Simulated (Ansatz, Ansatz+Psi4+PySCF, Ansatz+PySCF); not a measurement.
```yaml
atoms:
  - { symbol: Li, position_ang: [0.0000, 0.0000, 0.0000] }
  - { symbol: O, position_ang: [0.0000, 0.6854, 1.6752] }
  - { symbol: O, position_ang: [0.0000, -0.6551, 1.6012] }
```

Basis set: cc-pCVTZ on Li; cc-pVTZ on O (spherical functions). Left uncorrelated: 2 orbitals. Correlation on ROHF uses semicanonical orbitals with singles. Charge 0, multiplicity 2.

Computed with Ansatz (development build ahead of 0.2.0); each method stands on the lowest determinant of its kind that the runs found.

Give the atomization energy at this shape (free ground-state atoms in the same class of orbitals less the molecule, no zero-point energy) of doublet LiO2 by UHF-CCSD(T), UHF-CCSD, ROHF-MP2, ROHF.

| method | atomization energy |
| --- | --- |
| UHF-CCSD(T) | 7.43 eV |
| UHF-CCSD | 7.04 eV |
| ROHF-MP2 | 7.87 eV |
| ROHF | 2.79 eV |
